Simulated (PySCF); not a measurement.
# CH4ClO: the cost of one run

Programs: PySCF 2.14.0. All values are calculated, for the isolated system unless a continuum is named. Atoms count from 0, parts from 1.

## 1. The system as given

7 atoms, charge -1, multiplicity 1; geometry: GFN2-xTB. Parts: 1 = atoms 0–1, `Cl`, charge 0; 2 = atoms 2–6, `C[O-]`, charge -1. In the given geometry H1 has moved to O3 of another part (0.96 Å), so values for the parts refer to these atom groups.

## 2. Optimising the geometry at PBE0-D3(BJ)/def2-SVPD

What the job is given:

```
{"job": {"xc": "PBE0", "basis": "def2-SVPD", "d3": "d3bj", "grid": 2, "kind": "geom", "shake": 0.01}, "charge": -1, "multiplicity": 1, "parts": [{"atoms": "0-1", "charge": 0, "multiplicity": 1}, {"atoms": "2-6", "charge": -1, "multiplicity": 1}]}
Cl     0.776792     0.181505     0.023195
H     -1.236284    -0.083117    -0.197837
C     -2.113358    -0.721816    -1.800321
O     -2.130539    -0.271462    -0.477838
H     -3.115336    -0.947185    -2.136396
H     -1.665608     0.043692    -2.460818
H     -1.477936    -1.632996    -1.882787
```

Started as:

```
$ OMP_NUM_THREADS=1 python cluster_run.py task.json out
```

One launch serves the whole session: the jobs run in the order shown.

Q: Estimate the wall time and peak memory of this first job on 1 thread of Arm Neoverse V2, shared host.

About 8.4 s, with a peak of 0.45 GiB.
